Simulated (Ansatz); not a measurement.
Geometry optimisation, RKS CAM-B3LYP/6-31G* (Ansatz).

Input:

```yaml
crystal:
  periodic: [false, false, false]
  atoms:
    - { symbol: Al, position_ang: [0.114344, 0.311296, 0.132245] }
    - { symbol: C, position_ang: [0.017847, 0.135294, 2.091446] }
    - { symbol: H, position_ang: [-0.941145, -0.254983, 2.454369] }
    - { symbol: H, position_ang: [0.825622, -0.488121, 2.493564] }
    - { symbol: H, position_ang: [0.137424, 1.115156, 2.572861] }
    - { symbol: H, position_ang: [1.515357, 0.512657, -0.58296] }
    - { symbol: H, position_ang: [-1.231719, 0.426646, -0.709637] }
    - { symbol: O, position_ang: [-0.185963, -2.578082, 0.712766] }
    - { symbol: H, position_ang: [-1.093019, -2.821452, 0.476876] }
    - { symbol: H, position_ang: [-0.269648, -2.105711, 1.57387] }
basis:
  gaussian: { orbitals: "6-31G*" }
hamiltonian:
  xc: cam_b3lyp
relax:
  f_tol: 0.03
  max_steps: 50
```

Command:

```bash
$ ansatz run input.yaml --threads 1 --pin off --max-ram 2048MiB --backend cpu --events-out ev --progress --plain --runs-dir out
```

Q: Where does it end, and by what steps?

A: The forces met the threshold. After 8 steps the energy has fallen by 0.643 eV; H9 moved furthest, 0.61 Å. Joined: Al1–O8 (2.96 → 2.05 Å).

| step | energy less start (eV) | largest force component (eV/Å) | accepted |
| --- | --- | --- | --- |
| 0 | 0.0000 | 0.848 | yes |
| 1 | -0.1050 | 1.648 | yes |
| 2 | -0.3077 | 1.975 | yes |
| 3 | -0.5408 | 0.618 | yes |
| 4 | -0.6102 | 0.394 | yes |
| 5 | -0.6311 | 0.208 | yes |
| 6 | -0.6407 | 0.093 | yes |
| 7 | -0.6424 | 0.036 | yes |
| 8 | -0.6429 | 0.010 | yes |

```xyz
10
Properties=species:S:1:pos:R:3
Al 0.037 -0.122 0.302
C 0.008 0.245 2.243
H -0.939 -0.021 2.727
H 0.814 -0.262 2.790
H 0.154 1.317 2.429
H 1.411 0.074 -0.483
H -1.324 0.077 -0.528
O -0.146 -2.159 0.398
H -0.999 -2.426 0.020
H -0.126 -2.470 1.317
```

Whether the end is a true minimum wasn't checked by a vibrational analysis.

The run took 29 s on 1 thread of Arm Neoverse V1, on a shared host, peak memory 0.14 GiB.
